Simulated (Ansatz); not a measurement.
## HAlGa, doublet: the ladder up to full CI

Geometry: that of the HAlGa, quartet, kept fixed.

```yaml
atoms:
  - { symbol: Al, position_ang: [0.0000, 0.0000, 0.2539] }
  - { symbol: Ga, position_ang: [0.0000, 0.0000, -2.0897] }
  - { symbol: H, position_ang: [0.0000, 0.0000, 1.8358] }
```

Basis 6-31G (Cartesian d functions); Ansatz 0.2.0. Only valence electrons are correlated (noble-gas cores and the filled d shells of p-block atoms frozen), which leaves 7 electrons in 25 orbitals. R marks a restricted (for open shells ROHF) determinant, U an unrestricted one. Active spaces: valence = (7e, 9o) chosen from the atoms' valence shells. No spin–orbit coupling is included, and no scalar relativity.

Full CI is exact within this basis and frozen core; it isn't the basis-set limit. The frozen core follows each run's orbitals, which can shift R against U totals by a few meV for light atoms and by up to 0.1 eV past Ca.

The UHF ⟨S²⟩ is 1.248. The T1 diagnostic (RCCSD) is 0.0218 and the largest doubles amplitude (RCCSD) is 0.091.

```json
{"level": "RHF", "E − E(full CI) (kcal/mol)": "51.23", "share of correlation (%)": "0.00", "wall time": "–"}
{"level": "RMP2", "E − E(full CI) (kcal/mol)": "17.35", "share of correlation (%)": "66.14", "wall time": "–"}
{"level": "RCCSD", "E − E(full CI) (kcal/mol)": "1.73", "share of correlation (%)": "96.62", "wall time": "–"}
{"level": "RCCSD(T)", "E − E(full CI) (kcal/mol)": "0.61", "share of correlation (%)": "98.81", "wall time": "5.5 s"}
{"level": "BCCD(T)", "E − E(full CI) (kcal/mol)": "0.60", "share of correlation (%)": "98.83", "wall time": "5.5 s"}
{"level": "RCCSDT", "E − E(full CI) (kcal/mol)": "0.10", "share of correlation (%)": "99.80", "wall time": "–"}
{"level": "RCCSDT(Q)", "E − E(full CI) (kcal/mol)": "0.03", "share of correlation (%)": "99.94", "wall time": "7 s"}
{"level": "CASSCF (valence space)", "E − E(full CI) (kcal/mol)": "12.84", "share of correlation (%)": "74.93", "wall time": "–"}
{"level": "NEVPT2 (valence space)", "E − E(full CI) (kcal/mol)": "3.88", "share of correlation (%)": "92.43", "wall time": "4.2 s"}
{"level": "MRCISD (valence space)", "E − E(full CI) (kcal/mol)": "0.34", "share of correlation (%)": "99.34", "wall time": "–"}
{"level": "MRCISD+Q (valence space)", "E − E(full CI) (kcal/mol)": "0.08", "share of correlation (%)": "99.85", "wall time": "5.5 s"}
```

The correlation energy at full CI, counted from RHF, is -2.222 eV. That run took 1.7 min on 1 thread of Arm Neoverse V2, shared host over 7,273,250 determinants.

Run but not shown, since their state or frozen core can't be matched to the reference's or they repeat it: UHF, UMP2, UCCSD, UCCSD(T), UCCSDT, UCCSDT(Q).

Times hold each run's SCF and search for its determinant on a shared host, so for small cases they say little of a method's own cost; they ran on 1 thread of Arm Neoverse V2.

The full-CI state has the irrep B1 of C2v, in the program's axes (one component, if the state is degenerate).

Natural occupations of full CI about the gap: 1.961 1.949 1.874 0.985 0.065 0.057 0.043 0.023 0.015 0.008; effectively unpaired electrons, Σ n²(2−n)², 1.11.
